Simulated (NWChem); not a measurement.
# CH8BN (B(NH2Me)H3): levels of theory compared

Wanted: a comparison of 5 runs (HF/STO-3G, HF/3-21G, B3LYP/6-31G*, CCSD(T)/def2-SVP) of CH8BN (B(NH2Me)H3). 

Program for the calculation: NWChem 7.3.0.

### 1 The system as given

CH8BN has 11 atoms, charge 0, and is taken as a singlet. SMILES: `[H]B([H])([H])<-NC`. The coordinates come from a GFN2-xTB relaxation.

Bond lengths: B1–N2 1.648 Å, N2–C3 1.458 Å, N2–H4 1.015 Å, N2–H5 1.015 Å, C3–H6 1.093 Å, C3–H7 1.088 Å, C3–H8 1.088 Å, B1–H9 1.191 Å, B1–H10 1.191 Å, B1–H11 1.193 Å. Some angles: B1–N2–C3 114.3°, B1–N2–H4 106.0°, B1–N2–H5 106.0°, C3–N2–H4 110.8°, C3–N2–H5 110.8°, N2–B1–H9 106.1°, N2–B1–H10 106.1°, N2–B1–H11 104.9°, N2–C3–H6 112.3°, N2–C3–H7 108.8°.

### 2 Energy and forces at HF/STO-3G (run 1)

The input, sp.xyz:

```xyz
11

B     -0.247030    -0.399310    -1.271070
N     -0.247190    -0.416380     0.376540
C      0.435540     0.716530     0.988820
H      0.191290    -1.290670     0.647950
H     -1.222580    -0.442750     0.656260
H      0.407770     0.675750     2.080970
H      1.470650     0.725770     0.653490
H     -0.036760     1.635590     0.648710
H      0.896990    -0.418910    -1.601980
H     -0.810600     0.600240    -1.591260
H     -0.838070    -1.385860    -1.588420
```

The input, sp.nw:

```
echo
start sp
memory 2200 mb
geometry noautosym nocenter noautoz
   load format xyz sp.xyz
end
basis spherical bse
   * library STO-3G
end
scf
   thresh 1e-08
   maxiter 80
end
task scf gradient
```

On the command line:

```sh
$ nwchem sp.nw > sp.out
```

Log:

```text
[...]
  functions       =    23
[...]
  wavefunction    = RHF
[...]
         Total SCF energy =   -120.173667247003
      One-electron energy =   -324.760446533678
      Two-electron energy =    122.015353146495
 Nuclear repulsion energy =     82.571426140180
        Time for solution =      0.7s
[...]
                         RHF ENERGY GRADIENTS
    atom               coordinates                        gradient
                 x          y          z           x          y          z
   1 B      -0.466819  -0.754586  -2.401974    0.000065  -0.000407   0.027374
   2 N      -0.467121  -0.786844   0.711557    0.004657   0.007479   0.033914
   3 C       0.823051   1.354045   1.868599   -0.017806  -0.029207  -0.016626
   4 H       0.361486  -2.439013   1.224448   -0.004806   0.016073  -0.010926
   5 H      -2.310341  -0.836676   1.240152    0.016355   0.003379  -0.011000
   6 H       0.770574   1.276982   3.932463    0.001109   0.001862   0.002433
   7 H       2.779126   1.371506   1.234917   -0.000097   0.001307  -0.000248
   8 H      -0.069466   3.090817   1.225884    0.001293   0.000259  -0.000292
   9 H       1.695065  -0.791625  -3.027303    0.016459  -0.000429  -0.008205
  10 H      -1.531812   1.134289  -3.007045   -0.008354   0.014420  -0.008086
  11 H      -1.583723  -2.618896  -3.001679   -0.008875  -0.014736  -0.008338
[...]
```

Wall time 1.4 s (1 thread of Intel Xeon 6975P-C (Granite Rapids), shared host); peak memory 0.097 GiB.

### 3 Energy and forces at HF/3-21G (run 2)

The input, calc.nw:

```
start calc
memory 2200 mb
geometry units angstrom noautosym nocenter noautoz
   B       -0.247030      -0.399310      -1.271070
   N       -0.247190      -0.416380       0.376540
   C        0.435540       0.716530       0.988820
   H        0.191290      -1.290670       0.647950
   H       -1.222580      -0.442750       0.656260
   H        0.407770       0.675750       2.080970
   H        1.470650       0.725770       0.653490
   H       -0.036760       1.635590       0.648710
   H        0.896990      -0.418910      -1.601980
   H       -0.810600       0.600240      -1.591260
   H       -0.838070      -1.385860      -1.588420
end
basis spherical bse
   * library 3-21G
end
scf
   thresh 1e-08
   maxiter 80
end
task scf gradient
```

On the command line:

```sh
$ nwchem calc.nw > calc.out
```

Log:

```text
[...]
  functions       =    43
[...]
  wavefunction    = RHF
[...]
         Total SCF energy =   -120.976656341724
      One-electron energy =   -324.932049109445
      Two-electron energy =    121.383966627541
 Nuclear repulsion energy =     82.571426140180
        Time for solution =      0.8s
[...]
                         RHF ENERGY GRADIENTS
    atom               coordinates                        gradient
                 x          y          z           x          y          z
   1 B      -0.466819  -0.754586  -2.401974    0.000428   0.000521   0.007118
   2 N      -0.467121  -0.786844   0.711557    0.013157   0.022007  -0.005198
   3 C       0.823051   1.354045   1.868599   -0.016244  -0.026758  -0.011764
   4 H       0.361486  -2.439013   1.224448    0.003773  -0.002927  -0.000024
   5 H      -2.310341  -0.836676   1.240152   -0.004344   0.001946   0.000066
   6 H       0.770574   1.276982   3.932463    0.000436   0.000785   0.006958
   7 H       2.779126   1.371506   1.234917    0.006070   0.000504  -0.001668
   8 H      -0.069466   3.090817   1.225884   -0.002301   0.005410  -0.001751
   9 H       1.695065  -0.791625  -3.027303   -0.009562  -0.000455   0.001971
  10 H      -1.531812   1.134289  -3.007045    0.004087  -0.008575   0.001846
  11 H      -1.583723  -2.618896  -3.001679    0.004501   0.007541   0.002445
[...]
```

Run time: 1.6 s. Hardware: 1 thread of Intel Xeon 6975P-C (Granite Rapids), shared host; peak memory 0.096 GiB.

Runs 3 to 4 aren't shown in full; the table further down has their settings and results.

### 4 A single-point energy at CCSD(T)/def2-SVP (run 5)

The input, geom.nw:

```
start geom
memory total 2200 mb

geometry units au noautosym nocenter noautoz
 B   -0.46681904  -0.75458654  -2.40197419
 N   -0.46712140  -0.78684416   0.71155747
 C    0.82305132   1.35404546   1.86859899
 H    0.36148571  -2.43901282   1.22444804
 H   -2.31034137  -0.83667624   1.24015167
 H    0.77057362   1.27698243   3.93246337
 H    2.77912573   1.37150653   1.23491713
 H   -0.06946633   3.09081715   1.22588423
 H    1.69506544  -0.79162517  -3.02730346
 H   -1.53181200   1.13428921  -3.00704559
 H   -1.58372277  -2.61889585  -3.00167877
end

basis spherical bse
 * library def2-SVP
end

scf
 thresh 1e-08
 maxiter 80
 print low
end

ccsd
 freeze core 3
 maxiter 60
end

task ccsd(t) energy
```

On the command line:

```sh
$ nwchem geom.nw > geom.out
```

Log:

```text
[...]
  functions       =    82
[...]
  wavefunction    = RHF
[...]
         Total SCF energy =   -121.559147247700
      One-electron energy =   -325.749234095190
      Two-electron energy =    121.618666699042
 Nuclear repulsion energy =     82.571420148447
        Time for solution =      6.5s
[...]
 Total MP2 energy:           -121.997658632984638
[...]
             energy      energy      error      ampl     ampl      Block
                                                time     time      time
[...]
 Total CCSD energy:           -122.046844157464093
[...]
 Total CCSD+T(CCSD) energy:           -122.059152987691164
[...]
 Total CCSD(T) energy:                -122.058852128382796
[...]
```

Run time: 58 s. Hardware: 1 thread of Intel Xeon 6975P-C (Granite Rapids), shared host; peak memory 0.21 GiB.

### 5 The series

| run | level | iteration cap | module | energy (Eh) | dipole moment (D) | HOMO energy (eV) | LUMO energy (eV) | wall time |
| --- | --- | --- | --- | --- | --- | --- | --- | --- |
| 1 | HF/STO-3G | 80 | scf | -120.173667 | 5.74 | -9.50 | 14.41 | 1.4 s |
| 2 | HF/3-21G | 80 | scf | -120.976656 | 5.77 | -10.95 | 5.85 | 1.6 s |
| 3 | B3LYP/6-31G* (spherical functions) | 100 | dft | -122.519505 | 5.40 | -7.25 | 1.13 | 24 s |
| 4 | B3LYP/6-31G* (Cartesian functions) | 100 | dft | -122.521710 | 5.40 | -7.24 | 1.11 | 24 s |
| 5 | CCSD(T)/def2-SVP | 80 | ccsd(t) | -122.058852 | – | – | – | 58 s |

### 6 Outcome

| quantity | value |
| --- | --- |
| run 5: total energy | -122.05885 Eh |
| run 5: correlation energy (3 core orbitals frozen) | -499.7 mEh |
| run 5: (T) correction | -12.01 mEh |

What this shows: Over runs 1, 2, 3, 4 the dipole moment (its size) runs from 5.40 D (B3LYP/6-31G*) to 5.77 D (HF/3-21G). The two ends differ in method and basis. Over runs 1, 2, 3, 4 the HOMO–LUMO gap runs from 8.36 eV (B3LYP/6-31G*) to 23.91 eV (HF/STO-3G). In run 1 the basis is minimal, so the values are rough. All runs together took 1.8 min, the longest 58 s.
